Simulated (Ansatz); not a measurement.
Compare A (`CCC#CF`) with its isomer B (`CC1=C(F)C1`).

Computed with Ansatz on PBE0-D4/def2-TZVP structures; ΔE is electronic, products minus reactants. CCSD(T)/CBS adds triple-zeta CCSD(T) − MP2 to the extrapolated MP2 energy (def2 sets, frozen cores). Functionals use def2-TZVPP. B3LYP here is the variant with VWN-RPA as its local correlation; programs differ in this.

A:

```xyz
10

C     0.030   -0.092    1.336
C     0.588    0.421    0.012
C    -0.180   -0.032   -1.140
C    -0.828   -0.418   -2.068
F    -1.513   -0.825   -3.065
H    -0.997    0.247    1.483
H     0.030   -1.183    1.361
H     0.635    0.271    2.170
H     0.608    1.515    0.016
H     1.627    0.097   -0.104
```

B:

```xyz
10

C    -0.166    1.490    0.094
C     0.165    0.063    0.064
C     0.900   -0.975    0.213
F     2.057   -1.489    0.562
C    -0.427   -1.327   -0.283
H    -1.022    1.674    0.750
H    -0.444    1.843   -0.904
H     0.677    2.084    0.449
H    -0.572   -1.594   -1.333
H    -1.169   -1.769    0.387
```

Question: Which is lower in electronic energy at CCSD(T)/CBS, and by how much? (Estimate.)

Answer: Ansatz gave: A, by 5.9 kcal/mol.

Question: Give E(B) − E(A) in kcal/mol with LDA (SPW92), B2PLYP, MP2/def2-TZVPP, B3LYP-D4, CCSD(T)/def2-SVP, PBE-D4, HF/def2-TZVPP. (An estimate is asked.)

Answer: Ansatz gave: LDA (SPW92) -1.3, B2PLYP 6.2, MP2/def2-TZVPP 5.5, B3LYP-D4 5.2, CCSD(T)/def2-SVP 5.3, PBE-D4 0.6, HF/def2-TZVPP 9.7. The order is the other way round with LDA (SPW92).

Question: Does the order hold for the free energy at 298.15 K (harmonic terms from PBE0-D4)? (An estimate is asked.)

Answer: Ansatz gave: Yes: G(B) − G(A) = +5.9 kcal/mol.

Largest T1 diagnostic: 0.011.

In def2-TZVPP, CCSD(T) changes the Hartree–Fock value by −3.8 kcal/mol (the triples alone add −0.6 kcal/mol) and MP2 by −4.1 kcal/mol. Leaving LDA and LC-ωPBE aside and taking each functional with its dispersion term where it has one, the values spread over 5.6 kcal/mol, from PBE-D4 to B2PLYP. LDA lies −2.1 kcal/mol from PBE without D4.
